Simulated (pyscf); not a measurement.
A first-order saddle from PySCF, ωB97X-D3(BJ)/def2-SVP:

```
Ti
O 1 1.6825
O 1 1.7876 2 115.25
H 3 0.9622 1 135.24 2 -5.28
H 1 1.8355 2 126.90 3 -165.40
S 1 2.1451 2 74.80 3 -116.61
```
Charge 0, spin multiplicity 1.

Surface: singlet, charge 0. Lowest wavenumbers (cm⁻¹): 1143i, 133, 184, 233, 398.

Name the species on either side of this saddle.

cyclic H₂O₂STi (SMILES [OH][TiH]1[O][S]1) <-> O=Ti(OH)–SH, a rearrangement read from left to right: O–S, H–Ti broken and H–S formed. At CCSD(T)/def2-TZVPP + ΔMP2(QZVPP) it lies +192.1 kJ/mol from the left side and +392.7 kJ/mol from the right (each side as separated species at their lowest minima found). One saddle was located; it need not be the lowest between these sides. One closed-shell reference is unstable to symmetry breaking; treat the single-reference values with care. The CCSD(T) − MP2 part came from Ansatz, without density fitting, on the same reference. The frozen core leaves the outer d or s,p core shells of the metals and heavy elements correlated in the MP2 and CC values, and def2-TZVPP describes them poorly, which can shift differences by a few kcal/mol.
